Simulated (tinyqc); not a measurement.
RHF in the sto-3g basis, for BH2+, spin multiplicity 1, step by step. One step of it, computed by the program tinyqc.

Problem. Iteration 2: diagonalisation and new density. Diagonalise F' = X^T F X, C = X C', fill 3 alpha and 3 beta electrons from the bottom; D = 2 C_occ C_occ^T. Each column has its largest component positive (the first on a tie).

extrapolated F (hartree), lower triangle:
```
            1B 1s      1B 2s     1B 2px     1B 2py     1B 2pz      2H 1s      3H 1s
1B 1s   -7.980364
1B 2s   -2.323429  -1.474059
1B 2px   0.000000   0.000000  -0.195621
1B 2py   0.000000   0.000000   0.000000  -0.729673
1B 2pz   0.018028  -0.177739   0.000000   0.000000  -0.317251
2H 1s   -0.729624  -0.852538   0.000000  -0.537587  -0.297008  -0.816498
3H 1s   -0.729624  -0.852538   0.000000   0.537587  -0.297008  -0.267521  -0.816498
```

X, lower triangle:
```
            1B 1s      1B 2s    1B 2px     1B 2py     1B 2pz      2H 1s     3H 1s
1B 1s    1.032001
1B 2s   -0.172042   1.407546
1B 2px   0.000000   0.000000  1.000000
1B 2py   0.000000   0.000000  0.000000   1.269586
1B 2pz  -0.014824   0.182787  0.000000   0.000000   1.088210
2H 1s    0.027758  -0.431719  0.000000  -0.372478  -0.209033   1.363726
3H 1s    0.027758  -0.431719  0.000000   0.372478  -0.209033  -0.023942  1.363726
```

Give: F' = X^T F X; orbital energies; coefficients C; D after iteration 2.

Solution.

F' = X^T F X (hartree), lower triangle:
```
         1        2        3        4        5        6        7
1  -7.7879
2  -1.1733  -0.5894
3   0.0000   0.0000  -0.1956
4   0.0000   0.0000   0.0000  -0.3116
5   0.0216   0.0578   0.0000   0.0000  -0.1886
6  -0.1282  -0.4895   0.0000  -0.4675  -0.2391  -0.2200
7  -0.1282  -0.4895   0.0000   0.4675  -0.2391  -0.0719  -0.2200
```

orbital energies (hartree): MO1 -7.9852, MO2 -1.0444, MO3 -0.8960, MO4 -0.2777, MO5 -0.1956, MO6 0.4363, MO7 0.4495

coefficients C:
```
            MO1      MO2      MO3      MO4     MO5      MO6      MO7
1B 1s    0.9919  -0.2312   0.0000   0.1416  0.0000   0.0000  -0.1972
1B 2s    0.0322   0.5910   0.0000  -0.5810  0.0000   0.0000   1.3150
1B 2px   0.0000   0.0000   0.0000   0.0000  1.0000   0.0000   0.0000
1B 2py   0.0000   0.0000   0.6023   0.0000  0.0000   1.2355   0.0000
1B 2pz   0.0010   0.1719   0.0000   0.8237  0.0000   0.0000   0.7728
2H 1s   -0.0057   0.3113   0.3708   0.1630  0.0000  -0.9819  -1.0024
3H 1s   -0.0057   0.3113  -0.3708   0.1630  0.0000   0.9819  -1.0024
```

D after iteration 2, lower triangle:
```
          1B 1s   1B 2s  1B 2px   1B 2py  1B 2pz    2H 1s   3H 1s
1B 1s    2.0748
1B 2s   -0.2095  0.7006
1B 2px   0.0000  0.0000  0.0000
1B 2py   0.0000  0.0000  0.0000   0.7256
1B 2pz  -0.0775  0.2033  0.0000   0.0000  0.0591
2H 1s   -0.1552  0.3676  0.0000   0.4467  0.1070   0.4689
3H 1s   -0.1552  0.3676  0.0000  -0.4467  0.1070  -0.0811  0.4689
```
